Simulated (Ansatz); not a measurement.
C₃H₄ClF (`C/C(Cl)=C/F`). Total charge 0; spin multiplicity 1. Geometry: relaxed with PBE0-D4/def2-TZVP.

```xyz
9

C     0.625   -0.191   -0.966
C    -0.467   -0.060    0.033
Cl   -2.053   -0.455   -0.511
C    -0.272    0.337    1.281
F    -1.252    0.453    2.172
H     0.441    0.457   -1.826
H     0.690   -1.219   -1.333
H     1.583    0.082   -0.521
H     0.704    0.597    1.673
```

Problem. What is the dipole moment at r2SCAN/def2-TZVPP? (Estimate.)

Solution. Computed: 2.47 D, with components (2.37, 0.15, -0.68) D in this frame, pointing from negative to positive charge.

Problem. And with PBE, B3LYP, ωB97M-V? (Best estimate.)

Solution. The calculation gave: PBE 2.32 D, B3LYP 2.47 D, ωB97M-V 2.48 D.

Problem. Give the Mulliken charges with r2SCAN, B3LYP, ωB97M-V in def2-TZVPP. (An estimate is asked.)

Solution. Computed: 
```tsv
atom	r2SCAN	B3LYP	ωB97M-V
C1	-0.09	-0.21	-0.27
C2	0.06	0.06	0.03
Cl3	-0.11	-0.10	-0.07
C4	0.07	0.06	0.06
F5	-0.19	-0.19	-0.18
H6	0.06	0.10	0.12
H7	0.06	0.10	0.12
H8	0.04	0.08	0.09
H9	0.09	0.10	0.10
```

B3LYP here is the variant with VWN-RPA as its local correlation; programs differ in this.
